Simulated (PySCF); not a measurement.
# Ionisation energy of N by level of theory

N [He] 2s2 2p3 (4S) → N⁺ [He] 2s2 2p2 (3P), as a difference of total energies. All numbers are calculated (PySCF 2.14, the non-relativistic Hamiltonian (point nucleus), in aug-cc-pVDZ). Correlated levels: valence: 1s2 frozen. The calculations carry no spin-orbit coupling.

```csv
method,ionisation energy (eV)
UHF,13.930
TPSS,14.680
M06-L,14.865
MP2 (valence),14.478
SCS-MP2 (valence),14.260
CCSD (valence),14.346
CCSD(T) (valence),14.357
```

Errors of the correlated levels include the incompleteness of this basis and the frozen core.

Which method comes closest to the reference value, and which is furthest?

The reference is 14.545 eV (measured; NIST levels, between the centres of gravity of the two terms). Closest: MP2 (valence) (error -0.067 eV); furthest: UHF (error -0.615 eV).
